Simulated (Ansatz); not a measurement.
Results of PBE-D4 (PAW; Ansatz, a program for electronic structure) for body-centred tetragonal In.

Run with plane-wave cutoff 520 eV, 24×24×24 k mesh, Fermi–Dirac smearing 0.05 eV, scalar-relativistic PAW data made under PBE.

Energies at three volumes about the minimum:

```csv
V (Å³/atom),E − E_lowest (meV/atom)
25.552,1.38
26.073,0.00
26.594,1.35
```

Task: Fit a parabola by hand: where is the minimum, and what is the bulk modulus?

Result: Slopes: (0.00 − 1.38)/(26.073 − 25.552) = -2.649 and (1.35 − 0.00)/(26.594 − 26.073) = 2.591 meV/Å³. Curvature E″ = 2 × (2.591 − (-2.649))/(26.594 − 25.552) = 10.058 meV/Å⁶. From the middle of the first interval, the slope vanishes at V0 = 25.8125 − (-2.649)/10.058 = 26.076 Å³/atom. B = V0 E″ = 26.076 × 10.058 meV/Å³ × 0.1602 GPa per meV/Å³ = 42.0 GPa. The full Birch–Murnaghan fit to all volumes gives V0 = 26.066 Å³/atom and B0 = 41.9 GPa.

Shape and atoms are relaxed at each volume.

Measured, for comparison: bulk modulus 44.7 GPa, equilibrium volume per atom 25.70 Å³/atom (copied from a table, unchecked, extrapolated to 0 K and zero-point effects removed; as tabulated in Lejaeghere et al. (2013), arXiv:1204.2733). Computed less measured: bulk modulus not scored (unchecked), equilibrium volume per atom not scored (unchecked).
